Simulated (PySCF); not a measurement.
methylamine (CH5N), SMILES CN. Coordinates come from a B3LYP-D3(BJ)/def2-TZVP optimisation.

Computed equilibrium geometry at B3LYP-D3(BJ)/def2-TZVP (PySCF confirms it by a frequency run) as a Z-matrix, and its point group:
point group Cs.
```
C
H 1 1.0912
H 1 1.0912 2 107.19
H 1 1.0988 2 107.88 3 -115.94
N 1 1.4624 2 109.21 3 118.20
H 5 1.0129 1 110.74 2 62.33
H 5 1.0129 6 106.89 1 -120.72
```
